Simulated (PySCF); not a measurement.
# NaCl⁺: from constants to spectrum

UHF-CCSD(T) constants of NaCl⁺, ²Π (doublet), unpaired electrons π ↑ (PySCF, no relativity, basis sets Na 6-31G(d,p), Cl 6-31G(d,p); masses 22.9898 and 34.9689 u):

- ωe: 161.5 cm⁻¹
- ωexe: 2.79 cm⁻¹
- Be: 0.1519 cm⁻¹
- αe: 0.00280 cm⁻¹
- De to Na⁺ + Cl: 0.328 eV

Problem. What force constant and bond length do these constants imply?

Solution. Reduced mass μred = 13.871 u; k = 5.8918×10⁻⁷·μred·ωe² (u, cm⁻¹, mdyn/Å) = 0.213 mdyn/Å; Re = √(16.8576/(μred·Be)) (u, cm⁻¹, Å) = 2.829 Å.

Problem. Estimate the centrifugal constant D from the Kratzer relation and find the Dunham coefficient a1.

Solution. D = 4Be³/ωe² = 5.38e-07 cm⁻¹; a1 = −1 − αeωe/(6Be²) = -4.27.

Correlated steps freeze 6 core orbitals. The bond is weak. Basis-set superposition, not corrected here, can be much of De in a small basis, most of all at correlated wavefunction levels. For an ion De counts to the pair picked by the measured ionisation energies or electron affinities, which need not be the lowest pair at this level. The state was picked by a PBE0 search and need not be the measured ground state.
